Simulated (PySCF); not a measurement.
Species: C5H7 (doublet state).
Structure used (GFN2-xTB), in Å, numbered top down from 1:
```xyz
12
C5H7 angstrom
C      2.789    0.295   -0.154
C      1.506    0.291   -0.269
C      0.169    0.292   -0.399
C     -0.716   -0.314    0.467
C     -2.188   -0.285    0.281
H      3.323    1.067    0.388
H      3.416   -0.472   -0.593
H     -0.237    0.816   -1.260
H     -0.336   -0.841    1.329
H     -2.676    0.179    1.142
H     -2.587   -1.298    0.200
H     -2.462    0.269   -0.614
```

Identity: `C=[C]/C=C/C` [radical].

Theory: UKS B3LYP, pcH-1 on C H, non-relativistic, mean-field spin-orbit, GIAO (PySCF). Geometry: GFN2-xTB; no solvent, vibrations or thermal averaging. Couplings are sensitive to structure, and on GFN2-xTB geometries they can be far from those on DFT ones. The SCF solution wasn't tested for stability. ⟨S²⟩ is 0.775 where a pure state has 0.75.

Question: The isotropic 13C couplings are +63.5, +50.8, -50.7, -40.1, -24.1 MHz. Assign them to C1; C2; C3; C4; C5.

Answer: 
```tsv
site	a_iso (MHz)	ρ(0) (bohr⁻³)	position	distance from C4 (Å)	spin population	largest |T| (MHz)
C1	-40.1	-0.0357	1 bond from C2	3.61	-0.11	9.5
C2	+50.8	+0.0452	a main spin site	2.42	+0.59	92.7
C3	-50.7	-0.0451	1 bond from C2	1.38	-0.25	27.3
C4	+63.5	+0.0565	largest spin population	0.00	+0.69	109.2
C5	-24.1	-0.0214	1 bond from C4	1.48	-0.06	1.8
```

Question: Match the computed a_iso(1H) values +110.2, +53.1, -42.3, +15.6 MHz (means over equivalent nuclei) with the sites H6/H7; H8; H9; H10/H11/H12.

Answer: 
```csv
site,a_iso (MHz),ρ(0) (bohr⁻³),position,distance from C4 (Å),bound to,spin population there,largest |T| (MHz)
H6/H7,+110.2,+0.0246,"2 bonds from C2, on C1 of spin population -0.11",4.27,C1,-0.11,5.3
H8,+15.6,+0.0035,"2 bonds from C2, on C3 of spin population -0.25",2.12,C3,-0.25,6.2
H9,-42.3,-0.0095,1 bond from C4,1.08,C4,+0.69,25.0
H10/H11/H12,+53.1,+0.0119,2 bonds from C4,2.13,C5,-0.06,6.2
```

ρ(0) is the spin density at the nucleus and T the dipolar tensor; entries for several nuclei are means. Largest spin populations (Mulliken): C4 (+0.69), C2 (+0.59), C3 (-0.25) and C1 (-0.11). The positive populations add up to 1.45 and the negative ones to -0.45, together 2S = 1. The angles at C4 add up to 360.0°, so it is planar; its axial dipolar tensor and the negative coupling of its proton fit spin in a p orbital normal to that plane. Main spin sites, with 60 % or more of the largest population: C2, C4; positions count bonds from the nearest.

Examples of negative spin density at the nucleus (bohr⁻³): C3 (-0.0451), C1 (-0.0357) and C5 (-0.0214).

Class means assume fast exchange of nuclei equivalent by connectivity; if that motion is slow, each nucleus keeps its own coupling. The three 1H nuclei of mean +53.1 MHz run from 2.0 to 78.7 MHz in the frozen geometry.

C2, the radical centre as drawn in `C=[C]/C=C/C`, holds a spin population of +0.59 out of 1.
